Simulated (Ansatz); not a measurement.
`NBS` + H• → `N[B]S`• + H₂  (hydrogen abstraction from a B–H bond)

Isolated molecules relaxed with PBE0-D4/def2-TZVP in Ansatz; ΔE leaves out vibrations. CCSD(T)/CBS adds triple-zeta CCSD(T) − MP2 to the extrapolated MP2 energy (def2 sets, frozen cores). This one scheme is used for every species, atoms too. DFT in def2-TZVPP. No spin–orbit coupling; open shells (•) take unrestricted orbitals. Each species was taken in one conformer, which may not be the lowest.

```tsv
level	ΔE (kcal/mol)
PBE	1.1
HF/CBS(def2)	5.5
```

(1) What does CCSD(T)/CBS give? (Best estimate.)

Largest T1 diagnostic among the species: 0.014.

Results:

(1) Computed: +2.3 kcal/mol. The listed levels differ from it by -1.2, 3.2 kcal/mol.

From PBE to PBE0 (25 % exact exchange), in def2-TZVPP and without D4, ΔE moves by +1.2 kcal/mol.
